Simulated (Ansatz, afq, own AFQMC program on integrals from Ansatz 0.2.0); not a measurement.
Two steps: Ansatz 0.2.0 writes the Fock matrix and Cholesky factors of the valence space, and afq projects on them the lowest state that overlaps trial and start.

```yaml
crystal:
  periodic: [false, false, false]
  atoms:
    - {symbol: O, position_ang: [0.000000, 0.000000, 0.000000]}
basis:
  gaussian: {orbitals: 6-31G}
magnetization: {spin_polarized: false, initial_magnetization: 2}
correlation: {method: ccsd_t, electrons: outside_noble_gas, hamiltonian_folder: ham}
```

```sh
$ ansatz run in.yaml --threads 1 --pin off --events-out ev --progress --plain --max-ram 24576MiB --backend cuda --devices 0, --max-vram 18GiB
```

Options of the walk:

```
--method phaseless --trial cisd --walkers 4000 --populations 20 --least-time 60 --time-step 0.005 --steps-per-block 50 --equilibration-blocks 28 --max-blocks 4000 --target-error 0.00015 --factor-cut 1e-05 --start spin_pure --seed 9853 --release-times 0.24,0.51,0.99,1.62,2.4 --release-step 0.03 --release-every 3 --taylor-order 6
```

Times are imaginary, in 1/Eh. The walk had a cap of 122 s. With eight or more populations the least sampling time is a fifth of least-time, and the error comes from their spread.

```
orbitals 8  electrons 4 2  factors 30 of 35
reference energy -74.77823400 Eh
CCSD correlation -0.05988538 Eh in 8 cycles, weight of the determinant in the CISD state 0.9803
energy of the start -74.838115 Eh
 block  time / (1/Eh)  mean weight  energy / Eh
     1     0.250  0.9999  -74.838059
     2     0.500  0.9999  -74.838212
     3     0.750  1.0002  -74.838423
     4     1.000  0.9999  -74.838563
     5     1.250  1.0002  -74.838438
    10     2.500  0.9998  -74.838505
    15     3.750  1.0000  -74.838374
    20     5.000  0.9999  -74.838619
    25     6.250  1.0000  -74.838511
    30     7.500  1.0003  -74.838506
    35     8.750  1.0001  -74.838643
    40    10.000  0.9998  -74.838460
    45    11.250  1.0002  -74.838601
    50    12.500  1.0001  -74.838485
    51    12.750  0.9999  -74.838716
    55    13.750  1.0000  -74.838564
    60    15.000  1.0000  -74.838518
    65    16.250  1.0000  -74.838489
    66    16.500  1.0002  -74.838333
    70    17.500  1.0000  -74.838633
    75    18.750  1.0002  -74.838472
    78    19.500  0.9999  -74.838449
error from the spread of 20 populations
released: time / (1/Eh)  energy / Eh  error  mean overlap
  0.24  -74.838546  0.000012  1.0009
  0.51  -74.838570  0.000010  1.0002
  0.99  -74.838568  0.000010  0.9977
  1.62  -74.838547  0.000013  0.9970
  2.40  -74.838537  0.000012  0.9986
energy -74.838543 +/- 0.000016 Eh
(rows thinned)
```

(1) Estimate how long the walk took on 1 × NVIDIA H100 80GB HBM3 with 2 threads of AMD EPYC 7R13 Processor (Zen 3) (shared host) (the card was shared).

The run passed its tests (sampling time, drift between the halves within three errors, error under three times the target), which doesn't prove that it has relaxed.

Against this walk (error 0.4 meV) on the same determinant: CCSD(T) 2.2 meV higher, CCSDT(Q) 0.3 meV lower (within the noise), CCSDTQ 0.4 meV lower (within the noise), full CI 0.4 meV lower (within the noise). The error is statistical and leaves out the bias of the constraint. Released to 2.40 1/Eh the energy moves by 0.1 ± 0.5 meV (both errors), within twice the noise.

Cautions: constraint bias not in the error.

## Answers

(1) 21 s of wall time.

CCSDT and higher add their correlation energy to the determinant of the CCSD(T) run, since their own runs factorise the integrals more tightly (a shift of under 2 meV). A walk keeps the symmetry of its determinant, which the program's search chose and which needn't be the lowest solution, so a lower state of the same spin and another symmetry isn't excluded.
